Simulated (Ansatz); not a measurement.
Basis-set extrapolation for C$_{3}$H$_{5}$NO, SMILES `N#CCCO` (PBE0-D4/def2-TZVP geometry, frozen core, the Gaussian-basis code of Ansatz). Multiplicity 1, RHF reference.

|  | def2-TZVPP | def2-QZVPP |
| --- | --- | --- |
| HF | -245.912864 | -245.923707 |
| MP2 correlation | -0.916754 | -0.980296 |
| CCSD(T) correlation | -0.980668 | not run |

Energies in hartree. Use E(X) = E(∞) + A·exp(−7.88·√X) for Hartree–Fock and E(X) = E(∞) + B·X^(−2.97) for correlation, with X = 3 and 4, and add CCSD(T) minus MP2 of the smaller set to the MP2 limit.

**Question.** What is the CCSD(T) energy at the basis-set limit?

**Answer.** HF limit: -245.923707 + (-0.010843) × 0.13774 = -245.92520. MP2 limit: -0.980296 + (-0.063542) × 0.74074 = -1.02736. Higher-order term: -0.980668 − (-0.916754) = -0.06391. Total: -247.01647 hartree, 322.8 kJ/mol below CCSD(T)/def2-TZVPP.
